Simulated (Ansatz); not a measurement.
We consider rutile MnF2, described by r²SCAN (PAW; Ansatz, an electronic-structure program).

Run with plane-wave cutoff 560 eV, 8×8×10 k mesh (along the axes of the cell as run), Fermi–Dirac smearing 0.01 eV, spin-polarised with opposed moments, scalar-relativistic PAW data made under PBE.

Response to compression and expansion:

Shape and atoms are relaxed at each volume.

```json
[
 {"V (Å³/atom)": "12.484", "P (GPa)": "4.32", "direct gap at Γ (eV)": "3.033", "smallest gap on the k mesh (eV)": "2.921", "c (Å)": "3.269"},
 {"V (Å³/atom)": "12.744", "P (GPa)": "2.04", "direct gap at Γ (eV)": "3.043", "smallest gap on the k mesh (eV)": "2.962", "c (Å)": "3.281"},
 {"V (Å³/atom)": "13.004", "P (GPa)": "0.00", "direct gap at Γ (eV)": "3.043", "smallest gap on the k mesh (eV)": "2.998", "c (Å)": "3.294"},
 {"V (Å³/atom)": "13.264", "P (GPa)": "-1.82", "direct gap at Γ (eV)": "3.043", "smallest gap on the k mesh (eV)": "3.002", "c (Å)": "3.306"},
 {"V (Å³/atom)": "13.524", "P (GPa)": "-3.43", "direct gap at Γ (eV)": "3.041", "smallest gap on the k mesh (eV)": "3.003", "c (Å)": "3.316"}
]
```

The gap at Γ does not follow one straight line over these volumes.

Measured, for comparison: band gap 9.9 eV (temperature not stated, no zero-point or thermal correction, the source doubts the polymorph; as tabulated in Das and Bazhirov (2019), arXiv:1808.05325).

Note: without U or exact exchange, gaps and moments of open d shells tend to come out too small; the bulk modulus comes from volumes at which shape and atoms were relaxed.
